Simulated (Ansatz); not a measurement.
System: Si₂H₅, charge 0, doublet. Si2H5 (SMILES [SiH2][SiH3], doublet).
B3LYP-D3(BJ)/def2-TZVP minimum from Ansatz (a program for electronic structure):
```xyz
7

Si     0.0124     0.0207     1.2119
Si    -0.0099     0.0487    -1.1206
H     -1.2086    -0.5655     1.8221
H      1.2176    -0.6195     1.7989
H     -0.0369    -1.3162    -1.7072
H     -1.2105     0.7840    -1.5839
H      1.2034     0.7464    -1.6084
```
Charge 0, spin multiplicity 2.

Property: atomisation energy (electronic, to ground-state atoms), in kcal/mol. Open shells are spin-unrestricted; no spin-orbit coupling. CBS(X,Y): correlation extrapolated as X^-3, Hartree-Fock from the larger set (Q,5: extrapolated as (X+1)exp(-9√X)). A bracket is a step between two methods taken in the basis named. Functionals run without relativity, which enters their misses. 'core' is core correlation in cc-pwCVTZ (1s frozen past Ne), 'X2C' scalar relativity in cc-pVTZ-DK, both at CCSD(T). For partners of very few electrons the exact lower level stands in for a higher one.

CCSD(T)/CBS(cc-pV(Q+d)Z,cc-pV(5+d)Z) + [CCSDT(Q) - CCSD(T)]/cc-pV(D+d)Z + core + X2C (Ansatz) gives 441.1 kcal/mol.

Question: What does PBE/def2-TZVPD (Ansatz) give here, and how do the other levels compare?

Answer: PBE gives 432.5 kcal/mol, 8.6 kcal/mol below it. Differences of the others: r2SCAN/def2-TZVPD (Ansatz) 2.6; B3LYP/def2-TZVPD (Ansatz) -2.4; PBE0/def2-TZVPD (Ansatz) -6.9; wB97M-V/def2-TZVPD (Ansatz) -0.8; CCSD(T)/CBS(cc-pV(Q+d)Z,cc-pV(5+d)Z) + core + X2C (Ansatz) -0.3 kcal/mol. Nearer than PBE: r2SCAN/def2-TZVPD, B3LYP/def2-TZVPD, PBE0/def2-TZVPD, wB97M-V/def2-TZVPD, CCSD(T)/CBS(cc-pV(Q+d)Z,cc-pV(5+d)Z) + core + X2C.
